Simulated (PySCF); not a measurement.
Electric properties by functional and basis

C4H10.
SMILES with atom numbers: `[CH3:1][CH:2]([CH3:3])[CH3:4]` (hydrogens: H5, H6, H7 on C1; H8 on C2; H9, H10, H11 on C3; H12, H13, H14 on C4)

PySCF, dipoles from the SCF density, polarisabilities from static response with core orbitals frozen. Geometry: PBE0-D3(BJ)/def2-SVP; no solvent, vibrations or thermal averaging.

Reference dipole: 0.132 D (measured, gas; NIST CCCBDB Release 22 (SRD 101), experimental dipoles). Reference dipole: 0.132 D (measured, unstated (gas or solution; conformer average); Muller, Mokrushina, Arlt, J. Chem. Eng. Data 57 (2012) 1231, supporting information). Reference polarisability: 8.009 Å³ (measured, gas; NIST CCCBDB Release 22 (SRD 101), experimental polarizabilities). Errors are taken against the first value of each kind. The anisotropy is √(½[(α1 − α2)² + (α2 − α3)² + (α3 − α1)²]).

```tsv
level	μ (D)	error (%)	α (au)	error (%)	anisotropy (au)
LDA/def2-SVPD	0.145	+9.8	55.45	+2.6	6.92
PBE/def2-SVPD	0.144	+8.9	54.42	+0.7	6.88
B3LYP/def2-SVPD	0.137	+3.5	52.99	-2.0	6.37
PBE0/def2-SVPD	0.132	-0.1	52.50	-2.9	6.40
BHandHLYP/def2-SVPD	0.128	-3.3	51.24	-5.2	5.93
CAM-B3LYP/def2-SVPD	0.131	-0.8	52.25	-3.3	6.01
wB97X-D/def2-SVPD	0.128	-3.3	52.22	-3.4	6.05
LC-wPBE/def2-SVPD	0.119	-9.6	50.83	-5.9	5.73
HF/def2-SVPD	0.122	-7.3	49.57	-8.3	5.35
PBE0/6-31G*	0.089	-32.9	44.04	-18.5	4.43
PBE0/6-31+G*	0.130	-1.5	48.75	-9.8	5.38
PBE0/def2-SVP	0.092	-30.5	46.13	-14.6	5.22
PBE0/aug-cc-pVDZ	0.142	+7.6	53.85	-0.4	6.76
PBE0/def2-TZVP	0.134	+1.8	51.60	-4.5	6.21
PBE0/def2-TZVPD	0.137	+4.1	53.60	-0.8	6.72
```

For the dipole, the smallest error is 0.1% (PBE0/def2-SVPD) and the largest 32.9% (PBE0/6-31G*). For the polarisability, the smallest error is 0.4% (PBE0/aug-cc-pVDZ) and the largest 18.5% (PBE0/6-31G*). The dipole runs from 0.09 D (PBE0/6-31G*) to 0.14 D (LDA/def2-SVPD). In one basis (def2-SVPD) the functionals order the polarisability from HF (lowest) to LDA (highest), a spread of 12%. With PBE0 the polarisability is 47.26 au without diffuse functions (mean of 6-31G*, def2-SVP and def2-TZVP) and 52.18 au with them (mean of 6-31+G*, def2-SVPD, aug-cc-pVDZ and def2-TZVPD). Measured values can belong to vibrating molecules and may average over conformers; the computed ones are for one fixed geometry.
